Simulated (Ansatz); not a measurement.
# C2H3F: the cost of one run

Computed with Ansatz 0.2.0, driven from Python. Level of theory: PBE0/def2-SVPD.

## 1. The structure

Bond lengths: C1–C2 1.279 Å, C2–F3 1.327 Å, C1–H4 1.032 Å, C1–H5 1.142 Å, C2–H6 1.096 Å. Angles: C1–C2–F3 118.6°, C1–C2–H6 128.2°, F3–C2–H6 113.2°, C2–C1–H4 123.4°, C2–C1–H5 121.0°, H4–C1–H5 115.6°.

No structure file is read: the coordinates are typed or built in the script.

## 2. The script

Contents of dimer_c2h3f.py:

```python
"""Interaction energy of two C2H3F molecules, with the counterpoise correction."""

import ansatz as az

FIRST = [
    ("C", (-0.5187, 0.0618, -0.4138)),
    ("C", (0.4779, 0.003, 0.3858)),
    ("F", (0.9098, -1.1898, 0.7755)),
    ("H", (-0.9994, -0.7733, -0.7843)),
    ("H", (-0.9325, 1.0669, -0.7648)),
    ("H", (1.0629, 0.8316, 0.8015)),
]
SECOND = [
    ("C", (2.1157, 2.3299, -1.3891)),
    ("C", (2.4545, 1.1244, -1.1282)),
    ("F", (3.1179, 0.8803, -0.005)),
    ("H", (2.3202, 3.1252, -0.7636)),
    ("H", (1.5555, 2.5883, -2.3504)),
    ("H", (2.2533, 0.2215, -1.7163)),
]

def energy(atoms, ghosts=()):
    molecule = az.Crystal.molecule()
    for symbol, xyz in atoms:
        molecule = molecule.atom(symbol, xyz)
    calc = (
        molecule.calculation()
        .basis(gaussian="def2-SVPD")  # the orbital basis, by name
        .functional("pbe0")
        .scf(lower_state_search="standard")
    )
    deck = calc.input()
    if ghosts:
        deck = deck.set(az.key.basis.gaussian.ghost_atoms, [{"symbol": s, "position_ang": list(xyz)} for s, xyz in ghosts])
    return az.Session.from_dict(deck).plan().execute().report["free_energy_ev"]

# ghost atoms carry the functions of the partner
both = energy(FIRST + SECOND)
alone = energy(FIRST) + energy(SECOND)
ghosted = energy(FIRST, SECOND) + energy(SECOND, FIRST)
print(f"dimer {both:.6f} eV")
print(f"interaction, uncorrected   {23.060548 * (both - alone):8.3f} kcal/mol")
print(f"interaction, counterpoise  {23.060548 * (both - ghosted):8.3f} kcal/mol")
print(f"basis-set superposition    {23.060548 * (alone - ghosted):8.3f} kcal/mol")
```

## 3. The calls as engine input

The engine receives this input (first run):

```yaml
crystal:
  periodic: [false, false, false]
  atoms:
    - { symbol: C, position_ang: [-0.5187, 0.0618, -0.4138] }
    - { symbol: C, position_ang: [0.4779, 0.003, 0.3858] }
    - { symbol: F, position_ang: [0.9098, -1.1898, 0.7755] }
    - { symbol: H, position_ang: [-0.9994, -0.7733, -0.7843] }
    - { symbol: H, position_ang: [-0.9325, 1.0669, -0.7648] }
    - { symbol: H, position_ang: [1.0629, 0.8316, 0.8015] }
    - { symbol: C, position_ang: [2.1157, 2.3299, -1.3891] }
    - { symbol: C, position_ang: [2.4545, 1.1244, -1.1282] }
    - { symbol: F, position_ang: [3.1179, 0.8803, -0.005] }
    - { symbol: H, position_ang: [2.3202, 3.1252, -0.7636] }
    - { symbol: H, position_ang: [1.5555, 2.5883, -2.3504] }
    - { symbol: H, position_ang: [2.2533, 0.2215, -1.7163] }
basis:
  gaussian:
    orbitals: def2-SVPD
hamiltonian:
  xc: pbe0
scf:
  lower_state_search: standard
```

## 4. Launch

Started as:

```bash
python dimer_c2h3f.py
```

Q: Estimate wall time and peak memory on 1 thread of Arm Neoverse N1, shared host.

About 30 s, with a peak of 0.36 GiB.
